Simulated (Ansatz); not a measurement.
C3HFS, relaxed with RKS PBE-D4/def2-SVP in the Gaussian-basis code of Ansatz from a rough embedded geometry. The force threshold is 0.03 eV/Å; the program also tests the step.

Total charge 0; spin multiplicity 1.

Start:

```xyz
6

F     1.727    0.999   -1.408
C     0.952    0.628   -0.287
C    -0.291    0.452   -0.037
C    -1.109   -0.373    0.277
S     0.635   -1.257    0.348
H    -1.914   -0.448    1.108
```

```json
{"step": "1", "energy (eV)": "-16653.5441", "largest force (eV/Å)": "8.124", "largest move (Å)": "0.000"}
{"step": "2", "energy (eV)": "-16654.5681", "largest force (eV/Å)": "2.477", "largest move (Å)": "0.087"}
{"step": "3", "energy (eV)": "-16654.7296", "largest force (eV/Å)": "0.916", "largest move (Å)": "0.080"}
{"step": "4", "energy (eV)": "-16654.7921", "largest force (eV/Å)": "0.916", "largest move (Å)": "0.076"}
{"step": "5", "energy (eV)": "-16654.8420", "largest force (eV/Å)": "0.684", "largest move (Å)": "0.102"}
{"step": "6 (rejected)", "energy (eV)": "-16654.7614", "largest force (eV/Å)": "0.843", "largest move (Å)": "0.170"}
{"step": "7", "energy (eV)": "-16654.8598", "largest force (eV/Å)": "0.458", "largest move (Å)": "0.040"}
{"step": "8", "energy (eV)": "-16654.8687", "largest force (eV/Å)": "0.134", "largest move (Å)": "0.026"}
{"step": "9", "energy (eV)": "-16654.8704", "largest force (eV/Å)": "0.054", "largest move (Å)": "0.018"}
{"step": "10", "energy (eV)": "-16654.8710", "largest force (eV/Å)": "0.027", "largest move (Å)": "0.015"}
```

End:

```xyz
6

F     1.754    0.967   -1.277
C     1.001    0.718   -0.214
C    -0.380    0.430   -0.355
C    -1.074   -0.448    0.389
S     0.515   -1.242    0.262
H    -1.816   -0.424    1.196
```

It took 13 s on 2 threads of an Arm Neoverse V2 on a shared host, with 0.14 GiB of host memory at the peak.
